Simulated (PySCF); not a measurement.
Geometries of 3 isomers of C3H6F2, from PySCF, PBE0-D3(BJ)/def2-SVP geometry optimisation, gas phase. One conformer each, no zero-point energy, no frequencies.

Question: Which is lowest in electronic energy at this level?
A.
```xyz
11
angstrom
C      1.163    0.303   -0.514
C      0.082   -0.575    0.072
F     -0.296   -1.513   -0.866
C     -1.139    0.205    0.490
F     -2.019   -0.597    1.162
H      0.774    0.890   -1.360
H      1.567    0.995    0.239
H      1.986   -0.324   -0.884
H      0.459   -1.125    0.953
H     -1.637    0.614   -0.407
H     -0.841    1.042    1.145
```
B.
```xyz
11
angstrom
C      1.027    0.794   -0.120
C      0.149   -0.309    0.416
C     -1.173   -0.493   -0.285
F      0.842   -1.484    0.359
F     -0.086   -0.074    1.740
H      0.511    1.761   -0.051
H      1.949    0.836    0.474
H      1.285    0.599   -1.170
H     -1.770    0.427   -0.221
H     -1.723   -1.311    0.200
H     -1.013   -0.745   -1.341
```
C.
```xyz
11
angstrom
F      1.434    0.000   -1.377
C      1.074   -0.666   -0.228
C      0.140    0.192    0.593
C     -1.139    0.524   -0.138
F     -1.829   -0.631   -0.425
H      0.576   -1.607   -0.515
H      1.989   -0.908    0.338
H     -0.096   -0.335    1.532
H      0.649    1.132    0.867
H     -1.786    1.177    0.472
H     -0.913    1.038   -1.088
```

Answer: B. That is 2,2-difluoropropane (`CC(C)(F)F`), 16.6 kcal/mol below the next.

```json
{"SMILES": "CC(C)(F)F", "atoms numbered as above": "[CH3:1][C:2]([CH3:3])([F:4])[F:5]", "E (Eh)": "-317.06588", "relative (kcal/mol)": "0.0", "relative (kJ/mol)": "0.0", "dipole (D)": "2.21"}
{"SMILES": "C[C@H](F)CF", "atoms numbered as above": "[CH3:1][C@H:2]([F:3])[CH2:4][F:5]", "E (Eh)": "-317.03946", "relative (kcal/mol)": "16.6", "relative (kJ/mol)": "69.4", "dipole (D)": "2.77"}
{"SMILES": "FCCCF", "atoms numbered as above": "[F:1][CH2:2][CH2:3][CH2:4][F:5]", "E (Eh)": "-317.03741", "relative (kcal/mol)": "17.9", "relative (kJ/mol)": "74.7", "dipole (D)": "2.01"}
```

As drawn, the lowest has two fluorines on one carbon, which the highest lacks.
